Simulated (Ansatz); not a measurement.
SiO2⁺. Total charge 1; doublet. Geometry PBE0-D4/def2-TZVP, basis def2-TZVP, Ansatz.

```xyz
3

Si    0.0002    0.0003    0.0000
O    -0.1010    0.1673    1.5293
O     0.1008   -0.1676   -1.5293
```

```csv
run,HOMO (eV),LUMO (eV)
A,-16.75,-15.75
B,-17.52,-14.87
C,-18.70,-13.89
D,-16.38,-16.07
```

Another isomer (doublet) lies 0.19 eV lower at PBE0-D4/def2-TZVP; other spin states weren't run for this one.

HOMO and LUMO are taken over both spins.

**Question.** The runs used CAM-B3LYP, PBE, PBE0, r2SCAN. Estimate which is which.

**Answer.** A r2SCAN (0 % exact exchange); B PBE0 (25 % exact exchange); C CAM-B3LYP (range-separated); D PBE (0 % exact exchange). Exact exchange lowers occupied and raises empty levels; among semilocal functionals meta-GGAs tend to open the gap a little, and such runs are hard to tell apart. The gap grows from 0.31 eV (PBE) to 4.80 eV (CAM-B3LYP).
